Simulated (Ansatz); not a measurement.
This geometry of C₂H₆B (9 atoms, charge 0, multiplicity 2) is a first-order saddle point.

All numbers below come from UKS PBE0/def2-SVP in Ansatz.

```xyz
9
Properties=species:S:1:pos:R:3
B -1.294 0.831 -0.479
C 0.213 0.516 -0.282
C 0.397 -0.710 0.631
H -2.009 0.675 -1.443
H 0.731 0.345 -1.244
H 0.702 1.384 0.197
H 1.466 -0.926 0.783
H -0.059 -1.614 0.200
H -0.058 -0.549 1.620
```

Problem. Which two structures does it join? (They come from a converged band through this point; their orientation in space is the band's.)

Solution. No bond is made or broken. The dihedral H4–B1–C2–C3 goes from -179 to -25°.

Image 0:

```xyz
9
Properties=species:S:1:pos:R:3
B -1.426 0.526 -0.620
C 0.073 0.339 -0.299
C 0.509 -0.735 0.691
H -1.911 1.324 -1.389
H 0.575 0.211 -1.282
H 0.416 1.347 0.023
H 1.601 -0.746 0.833
H 0.206 -1.736 0.349
H 0.045 -0.577 1.677
```

Image 6:

```xyz
9
Properties=species:S:1:pos:R:3
B -1.161 0.922 -0.836
C 0.231 0.575 -0.269
C 0.378 -0.659 0.622
H -2.106 0.192 -1.039
H 0.768 0.416 -1.236
H 0.739 1.455 0.162
H 1.434 -0.876 0.849
H -0.053 -1.553 0.146
H -0.141 -0.518 1.583
```

Problem. How far does it lie above each of them?

Solution. 8.9 kJ/mol above the first and 6.8 kJ/mol above the second. This is the barrier of this one path; another mechanism may lie lower.

Time of the run: 2.8 min on 1 thread of Arm Neoverse V1 (shared host), peak memory 0.16 GiB.
